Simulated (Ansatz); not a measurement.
Reaction (SMILES): OO (H2O2) + H+ → O[OH2+]
B3LYP-D3(BJ)/def2-TZVP geometries, fixed; electronic energies without zero-point terms; positive where energy is released.

Effect of the final integration grid (spheres per factor e of radius in core and valence, angular degree) at PBE/aug-cc-pVTZ with Ansatz (a quantum-chemistry and plane-wave program), against the last row, where the proton affinity is 165.42 kcal/mol. The default's grid is 13, 11, 36.

```tsv
setting	largest shift of a total energy (mEh)	shift of the proton affinity (kcal/mol)
accuracy: medium (default)	0.000	0.000
final_grid: 4, 3, 11	0.557	-0.475
final_grid: 6, 5, 17	0.068	-0.042
final_grid: 8, 7, 23	0.007	-0.005
final_grid: 10, 9, 29	0.001	0.001
final_grid: 18, 15, 47	0.000	0.000
final_grid: 26, 22, 59	0.000	0.000
```

Within 0.3 kcal/mol in the proton affinity: accuracy: medium (default); final_grid: 6, 5, 17; final_grid: 8, 7, 23; final_grid: 10, 9, 29; final_grid: 18, 15, 47. The largest shift is 0.557 mEh in a total energy and 0.475 kcal/mol in the difference.
